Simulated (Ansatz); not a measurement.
**CHAl (singlet): from Hartree-Fock to the top rungs at a displaced geometry (v2), cc-pVDZ**

One table from this session's results is given with a row withheld; the runs are named, their logs left out.

Computed with Ansatz 0.2.0, Gaussian basis. Level: cc-pVDZ, core rule «outside noble gas», up to 6 orbitals frozen.

The runs, in order: UHF; CCSD(T) on RHF; CCSD(T) on UHF; BCCD(T) on RHF; CISD; CCSDT(Q) on RHF; CCSDT(Q) on UHF.

26 further runs of the same task are left out: 9 for a known fault of the program, 7 that didn't finish, 10 set aside as unsound or not needed.

**The geometry**

The geometry is a PBE0/def2-TZVP stationary point (not a proven minimum) with its atoms shifted at random (size 0.100 Å).

3 atoms, charge 0, spin multiplicity 1.

Atoms are counted from 1 here; the program's logs count them from 0.

Bond lengths: Al1–C2 1.919 Å, Al1–H3 1.597 Å. Angles: C2–Al1–H3 171.9°.

Set-up of the first run:

Contents of in.yaml:

```yaml
crystal:
  periodic: [false, false, false]
  atoms:
    - {symbol: Al, position_ang: [0.084376, 0.005225, 0.105804]}
    - {symbol: C, position_ang: [-0.080498, 0.013599, -1.806132]}
    - {symbol: H, position_ang: [-0.003878, -0.018825, 1.700328]}
basis:
  gaussian: {orbitals: cc-pVDZ}
magnetization: {spin_polarized: true, initial_magnetization: 0}
hamiltonian: {xc: hf}
output: {orbitals: {seedname: orbitals}}
```

Command:

```bash
$ ansatz run in.yaml --threads 1 --pin off --events-out ev --progress --plain --max-ram 2393MiB
```

Steps of the session up to this table: UHF; CCSD(T) on RHF; CCSD(T) on UHF; BCCD(T) on RHF; CISD; CCSDT(Q) on RHF; CCSDT(Q) on UHF.

One table of the session follows, with a row left open; its other results are not shown here.

It belongs to the step «Misses and costs». 

| method | from RCCSDT(Q) (meV) |
| --- | --- |
| RHF | +5853.9 |
| UHF | +4670.0 |
| RMP2 | +1418.0 |
| UMP2 | +747.0 |
| CISD | +902.9 |
| RCCSD | +461.6 |
| UCCSD | ? |
| RCCSD(T) | +181.4 |
| UCCSD(T) | -439.2 |
| BCCD(T) | +188.6 |
| RCCSDT | +89.3 |
| RCCSDT(Q) | 0 |

**Question.** Estimate the row for UCCSD.

As computed: from RCCSDT(Q) (meV): -160.9. In the column «from RCCSDT(Q) (meV)» it lies between UCCSD(T) (-439.2) and RCCSDT(Q) (0).

Not comparable, so not listed: CCSDT(Q) on UHF (they don't share determinant, frozen orbitals or solution with the rows shown, or repeat one).

Caveats from the session: The determinant is far from a pure spin state, so its energy mixes those of several spin states (harmless only where they are near-degenerate, as at dissociation). The program flags UCCSD(T) as in doubt, so those rows may rest on another solution; read them beside their warnings. Warnings: restricted reference is unstable; spin contamination; coupled cluster took another determinant than the lowest; large T1 diagnostic. Restricted and unrestricted rows rest on different reference determinants; where their highest levels disagree by more than a few hundredths of an eV, they describe different states and don't form one ladder.
